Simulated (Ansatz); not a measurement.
Nudged elastic band run: C$_{2}$H$_{3}$NO

Input:

```yaml
crystal:
  periodic: [false, false, false]
  atoms:
    - { symbol: "N", position_ang: [1.03916, -0.641181, 1.375654] }
    - { symbol: C, position_ang: [0.38647, -0.021035, 0.510729] }
    - { symbol: C, position_ang: [-0.515257, 0.568608, -0.274668] }
    - { symbol: O, position_ang: [-1.152528, 0.001872, -1.370515] }
    - { symbol: H, position_ang: [2.06585, -0.643539, 1.201704] }
    - { symbol: H, position_ang: [-0.766939, 1.629633, -0.131936] }
    - { symbol: H, position_ang: [-0.995456, -0.962459, -1.356669] }
basis:
  gaussian: { orbitals: def2-SVP }
hamiltonian:
  xc: blyp
  dispersion: d4
neb:
  order_check: false
  images: 7
  f_tol: 0.05
  max_iterations: 60
  initial_path: linear
  final_atoms:
    - { symbol: "N", position_ang: [1.60038935, -0.4017854, 0.82099007] }
    - { symbol: C, position_ang: [0.5138514, 0.03289692, 0.3854292] }
    - { symbol: C, position_ang: [-0.50354095, 0.57320826, -0.28604193] }
    - { symbol: O, position_ang: [-1.3318562, -0.07425127, -1.19310126] }
    - { symbol: H, position_ang: [1.51998546, -0.87673632, 1.74446929] }
    - { symbol: H, position_ang: [-0.81073148, 1.61103519, -0.08916808] }
    - { symbol: H, position_ang: [-0.92679759, -0.93246838, -1.42827829] }
```

Launched with:

```bash
$ ansatz run input.yaml --threads 1 --pin off --max-ram 2048MiB --backend cpu --events-out ev --progress --plain --runs-dir out
```

Output, in part (warnings, iteration lines, the closing report on the highest movable image, with atoms numbered from 0):

```
NEB end point (image 0): max|allowed force component| = 1.566e-2 eV/Å (the criterion of neb.relax_end_points is 1.000e-2)
NEB end point (image 8): max|allowed force component| = 1.272e-2 eV/Å (the criterion of neb.relax_end_points is 1.000e-2)
NEB iter   1: max|band force component| = 4.970e1 eV/Å  barrier→ = 8.2078 eV  barrier← = 8.2078 eV  Δτ_max = 0.1999 Å  (253 SCF iters)
NEB iter   2: max|band force component| = 6.633e0 eV/Å  barrier→ = 1.2639 eV  barrier← = 1.2639 eV  Δτ_max = 0.1850 Å  (259 SCF iters)
NEB iter   3: max|band force component| = 4.015e0 eV/Å  barrier→ = 1.0095 eV  barrier← = 1.0095 eV  Δτ_max = 0.1066 Å  (242 SCF iters)
NEB iter   4: max|band force component| = 3.665e0 eV/Å  barrier→ = 0.8383 eV  barrier← = 0.8383 eV  Δτ_max = 0.0888 Å  (228 SCF iters)
NEB iter   5: max|band force component| = 7.185e-1 eV/Å  barrier→ = 0.8230 eV  barrier← = 0.8230 eV  Δτ_max = 0.0442 Å  (221 SCF iters)
NEB iter   6: max|band force component| = 4.863e-1 eV/Å  barrier→ = 0.8231 eV  barrier← = 0.8231 eV  CI = image 4  Δτ_max = 0.1951 Å  (221 SCF iters)
NEB iter   7: max|band force component| = 1.668e0 eV/Å  barrier→ = 0.8225 eV  barrier← = 0.8225 eV  CI = image 4  Δτ_max = 0.0991 Å  (233 SCF iters)
NEB iter   8: max|band force component| = 5.083e-1 eV/Å  barrier→ = 0.8224 eV  barrier← = 0.8224 eV  CI = image 4  Δτ_max = 0.0638 Å  (226 SCF iters)
NEB iter   9: max|band force component| = 1.593e-1 eV/Å  barrier→ = 0.8221 eV  barrier← = 0.8221 eV  CI = image 4  Δτ_max = 0.0180 Å  (227 SCF iters)
NEB iter  10: max|band force component| = 9.976e-2 eV/Å  barrier→ = 0.8219 eV  barrier← = 0.8219 eV  CI = image 4  Δτ_max = 0.0108 Å  (227 SCF iters)
NEB iter  11: max|band force component| = 5.417e-2 eV/Å  barrier→ = 0.8217 eV  barrier← = 0.8217 eV  CI = image 4  Δτ_max = 0.0264 Å  (228 SCF iters)
NEB iter  12: max|band force component| = 1.158e-1 eV/Å  barrier→ = 0.8213 eV  barrier← = 0.8213 eV  CI = image 4  Δτ_max = 0.0132 Å  (226 SCF iters)
NEB iter  13: max|band force component| = 5.401e-2 eV/Å  barrier→ = 0.8208 eV  barrier← = 0.8208 eV  CI = image 4  Δτ_max = 0.0203 Å  (224 SCF iters)
NEB iter  14: max|band force component| = 5.350e-2 eV/Å  barrier→ = 0.8198 eV  barrier← = 0.8198 eV  CI = image 4  Δτ_max = 0.0263 Å  (223 SCF iters)
NEB iter  15: max|band force component| = 4.422e-2 eV/Å  barrier→ = 0.8181 eV  barrier← = 0.8181 eV  CI = image 4  Δτ_max = 0.0263 Å  (223 SCF iters)
NEB iter  16: max|band force component| = 2.080e-1 eV/Å  barrier→ = 0.8160 eV  barrier← = 0.8160 eV  CI = image 4  Δτ_max = 0.0523 Å  (31 SCF iters)
NEB iter  17: max|band force component| = 1.875e-1 eV/Å  barrier→ = 0.8109 eV  barrier← = 0.8109 eV  CI = image 4  Δτ_max = 0.0528 Å  (214 SCF iters)
NEB iter  18: max|band force component| = 2.224e-1 eV/Å  barrier→ = 0.8034 eV  barrier← = 0.8034 eV  CI = image 4  Δτ_max = 0.0265 Å  (210 SCF iters)
NEB iter  19: max|band force component| = 3.082e-1 eV/Å  barrier→ = 0.7990 eV  barrier← = 0.7990 eV  CI = image 4  Δτ_max = 0.0132 Å  (221 SCF iters)
NEB iter  20: max|band force component| = 1.551e-1 eV/Å  barrier→ = 0.7967 eV  barrier← = 0.7967 eV  CI = image 4  Δτ_max = 0.0265 Å  (224 SCF iters)
NEB iter  21: max|band force component| = 1.998e-1 eV/Å  barrier→ = 0.7919 eV  barrier← = 0.7919 eV  CI = image 4  Δτ_max = 0.0132 Å  (221 SCF iters)
NEB iter  22: max|band force component| = 1.181e-1 eV/Å  barrier→ = 0.7895 eV  barrier← = 0.7895 eV  CI = image 4  Δτ_max = 0.0265 Å  (225 SCF iters)
NEB iter  23: max|band force component| = 2.184e-1 eV/Å  barrier→ = 0.7846 eV  barrier← = 0.7846 eV  CI = image 4  Δτ_max = 0.0132 Å  (223 SCF iters)
NEB iter  24: max|band force component| = 1.112e-1 eV/Å  barrier→ = 0.7821 eV  barrier← = 0.7821 eV  CI = image 4  Δτ_max = 0.0265 Å  (225 SCF iters)
NEB iter  25: max|band force component| = 2.186e-1 eV/Å  barrier→ = 0.7770 eV  barrier← = 0.7770 eV  CI = image 4  Δτ_max = 0.0132 Å  (221 SCF iters)
NEB iter  26: max|band force component| = 1.083e-1 eV/Å  barrier→ = 0.7745 eV  barrier← = 0.7745 eV  CI = image 4  Δτ_max = 0.0132 Å  (225 SCF iters)
NEB iter  27: max|band force component| = 1.970e-1 eV/Å  barrier→ = 0.7719 eV  barrier← = 0.7719 eV  CI = image 4  Δτ_max = 0.0066 Å  (227 SCF iters)
NEB iter  28: max|band force component| = 1.129e-1 eV/Å  barrier→ = 0.7706 eV  barrier← = 0.7706 eV  CI = image 4  Δτ_max = 0.0132 Å  (230 SCF iters)
NEB iter  29: max|band force component| = 1.124e-1 eV/Å  barrier→ = 0.7681 eV  barrier← = 0.7681 eV  CI = image 4  Δτ_max = 0.0132 Å  (226 SCF iters)
NEB iter  30: max|band force component| = 1.177e-1 eV/Å  barrier→ = 0.7657 eV  barrier← = 0.7657 eV  CI = image 4  Δτ_max = 0.0066 Å  (227 SCF iters)
NEB iter  31: max|band force component| = 1.115e-1 eV/Å  barrier→ = 0.7644 eV  barrier← = 0.7644 eV  CI = image 4  Δτ_max = 0.0132 Å  (230 SCF iters)
NEB iter  32: max|band force component| = 1.064e-1 eV/Å  barrier→ = 0.7620 eV  barrier← = 0.7620 eV  CI = image 4  Δτ_max = 0.0132 Å  (225 SCF iters)
NEB iter  33: max|band force component| = 1.116e-1 eV/Å  barrier→ = 0.7597 eV  barrier← = 0.7597 eV  CI = image 4  Δτ_max = 0.0132 Å  (227 SCF iters)
NEB iter  34: max|band force component| = 1.119e-1 eV/Å  barrier→ = 0.7573 eV  barrier← = 0.7573 eV  CI = image 4  Δτ_max = 0.0132 Å  (224 SCF iters)
NEB iter  35: max|band force component| = 1.143e-1 eV/Å  barrier→ = 0.7550 eV  barrier← = 0.7550 eV  CI = image 4  Δτ_max = 0.0265 Å  (226 SCF iters)
NEB iter  36: max|band force component| = 1.080e-1 eV/Å  barrier→ = 0.7506 eV  barrier← = 0.7506 eV  CI = image 4  Δτ_max = 0.0265 Å  (219 SCF iters)
NEB iter  37: max|band force component| = 1.110e-1 eV/Å  barrier→ = 0.7465 eV  barrier← = 0.7465 eV  CI = image 4  Δτ_max = 0.0265 Å  (222 SCF iters)
NEB iter  38: max|band force component| = 9.379e-2 eV/Å  barrier→ = 0.7426 eV  barrier← = 0.7426 eV  CI = image 4  Δτ_max = 0.0264 Å  (223 SCF iters)
NEB iter  39: max|band force component| = 2.008e-1 eV/Å  barrier→ = 0.7391 eV  barrier← = 0.7391 eV  CI = image 4  Δτ_max = 0.0132 Å  (222 SCF iters)
NEB iter  40: max|band force component| = 1.092e-1 eV/Å  barrier→ = 0.7375 eV  barrier← = 0.7375 eV  CI = image 4  Δτ_max = 0.0265 Å  (226 SCF iters)
NEB iter  41: max|band force component| = 2.427e-1 eV/Å  barrier→ = 0.7345 eV  barrier← = 0.7345 eV  CI = image 4  Δτ_max = 0.0132 Å  (220 SCF iters)
NEB iter  42: max|band force component| = 1.275e-1 eV/Å  barrier→ = 0.7332 eV  barrier← = 0.7332 eV  CI = image 4  Δτ_max = 0.0265 Å  (223 SCF iters)
NEB iter  43: max|band force component| = 1.152e-1 eV/Å  barrier→ = 0.7308 eV  barrier← = 0.7308 eV  CI = image 4  Δτ_max = 0.0530 Å  (222 SCF iters)
NEB iter  44: max|band force component| = 3.488e-1 eV/Å  barrier→ = 0.7274 eV  barrier← = 0.7274 eV  CI = image 4  Δτ_max = 0.0265 Å  (220 SCF iters)
NEB iter  45: max|band force component| = 1.537e-1 eV/Å  barrier→ = 0.7262 eV  barrier← = 0.7262 eV  CI = image 4  Δτ_max = 0.0536 Å  (222 SCF iters)
NEB iter  46: max|band force component| = 5.752e-1 eV/Å  barrier→ = 0.7254 eV  barrier← = 0.7254 eV  CI = image 4  Δτ_max = 0.0266 Å  (217 SCF iters)
NEB iter  47: max|band force component| = 2.259e-1 eV/Å  barrier→ = 0.7252 eV  barrier← = 0.7252 eV  CI = image 4  Δτ_max = 0.0452 Å  (220 SCF iters)
NEB iter  48: max|band force component| = 8.492e-2 eV/Å  barrier→ = 0.7252 eV  barrier← = 0.7252 eV  CI = image 4  Δτ_max = 0.0205 Å  (222 SCF iters)
NEB iter  49: max|band force component| = 9.381e-2 eV/Å  barrier→ = 0.7251 eV  barrier← = 0.7251 eV  CI = image 4  Δτ_max = 0.0102 Å  (225 SCF iters)
NEB iter  50: max|band force component| = 1.087e-1 eV/Å  barrier→ = 0.7251 eV  barrier← = 0.7251 eV  CI = image 4  Δτ_max = 0.0051 Å  (232 SCF iters)
NEB iter  51: max|band force component| = 5.956e-2 eV/Å  barrier→ = 0.7251 eV  barrier← = 0.7251 eV  CI = image 4  Δτ_max = 0.0051 Å  (212 SCF iters)
NEB iter  52: max|band force component| = 4.817e-2 eV/Å  barrier→ = 0.7251 eV  barrier← = 0.7251 eV  CI = image 4  Δτ_max = 0.0000 Å  (404 SCF iters)
Total energy: -5651.50123709 eV, -207.6888397381 hartree
Atom 0 at     1.452298    -0.398216     1.060151 Å, force     0.001302     0.004200    -0.000226 eV/Å
Atom 1 at     0.513803     0.012975     0.426279 Å, force    -0.000862    -0.003114     0.002235 eV/Å
Atom 2 at    -0.539344     0.462690    -0.279622 Å, force     0.000416     0.000778    -0.001347 eV/Å
Atom 3 at    -1.513100    -0.437188    -0.754405 Å, force    -0.000702    -0.000064     0.000018 eV/Å
Atom 4 at     2.238937    -0.729069     1.586001 Å, force    -0.000363    -0.002048    -0.000639 eV/Å
Atom 5 at    -0.716191     1.548559    -0.365160 Å, force    -0.000196     0.000701     0.000122 eV/Å
Atom 6 at    -1.375103    -0.527852    -1.718946 Å, force     0.000405    -0.000452    -0.000164 eV/Å
Dipole moment:     0.502738    -0.046347     0.000628 e Å
```

It converged. The band force fell under the threshold earlier too, but the program's further tests of the path sent the band on. Another band between the same ends (7 images) ends at a top of the same energy, where a vibrational analysis finds 1 clearly imaginary mode.

Final band:

```
image  path coordinate (Å)  energy (kJ/mol)
    0                 0.00              0.0
    1                 0.49              6.4
    2                 0.98              7.6
    3                 1.47             12.7
    4                 1.96             70.0
    5                 2.36             23.0
    6                 2.75              5.1
    7                 3.15              3.3
    8                 3.54              0.0
```

Run time: 6.2 min on 1 thread of Intel(R) Xeon(R) Platinum 8488C (Sapphire Rapids) (shared host), peak memory 0.15 GiB.
